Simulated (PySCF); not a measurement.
## CF3: g tensor and hyperfine couplings

Compound: trifluoromethyl radical, CF3 (doublet state).
Structure used (PBE0-D3(BJ)/def2-SVP), in Å, numbered top down from 1:
```xyz
4
CF3 angstrom
F     -0.622    1.085   -0.108
C      0.009    0.004    0.282
F     -0.620   -1.083   -0.095
F      1.254    0.003   -0.124
```

As a line formula: `F[C](F)F` (trifluoromethyl radical).

Computed, not measured: PySCF, UKS B3LYP, IGLO-III on C F, non-relativistic, mean-field spin-orbit, GIAO. Isolated species at its PBE0-D3(BJ)/def2-SVP geometry, gas phase. The SCF solution wasn't tested for stability.

| Property | Result |
| --- | --- |
| g1, g2, g3 | 2.00168, 2.00402, 2.00402 |
| g_iso | 2.00324 |
| Form of g | axial |
| ⟨S²⟩ | 0.7517 (exact 0.7500) |
| α and β electrons | 17, 16 |
| Total energy | -337.72081 Eh |
| Basis functions | 140 |

Isotropic coupling and dipolar principal values T1 to T3, in MHz; ρ(0) is the spin density at the nucleus:

```json
{"atom": "F1", "isotope": "19F", "a_iso": "396.6", "T1": "-201.4", "T2": "-193.1", "T3": "394.5", "Mulliken spin population": "0.04", "ρ(0) (bohr⁻³)": "0.0943"}
{"atom": "C2", "isotope": "13C", "a_iso": "727.6", "T1": "-68.2", "T2": "-68.1", "T3": "136.3", "Mulliken spin population": "0.89", "ρ(0) (bohr⁻³)": "0.6472"}
{"atom": "F3", "isotope": "19F", "a_iso": "396.6", "T1": "-201.4", "T2": "-193.1", "T3": "394.5", "Mulliken spin population": "0.04", "ρ(0) (bohr⁻³)": "0.0943"}
{"atom": "F4", "isotope": "19F", "a_iso": "396.0", "T1": "-201.3", "T2": "-193.0", "T3": "394.3", "Mulliken spin population": "0.04", "ρ(0) (bohr⁻³)": "0.0941"}
```

The largest Mulliken spin population is on C2 (+0.89). The angles at C2 add up to 334.4°, so it is pyramidal.

Under fast tumbling the dipolar parts average out, and these isotropic splittings remain: 3 × 19F (F1/F3/F4, I = 1/2, 4 lines) with 14.14 mT.

Means are taken over nuclei equivalent by connectivity, which assumes that they swap fast.

The 13C coupling of C2 (727.6 MHz) shows only in satellite lines or after enrichment, since that isotope makes up about 1.07 % of natural carbon.

Time: 8.3 s. Hardware: one thread of an x86-64 server, shared host.
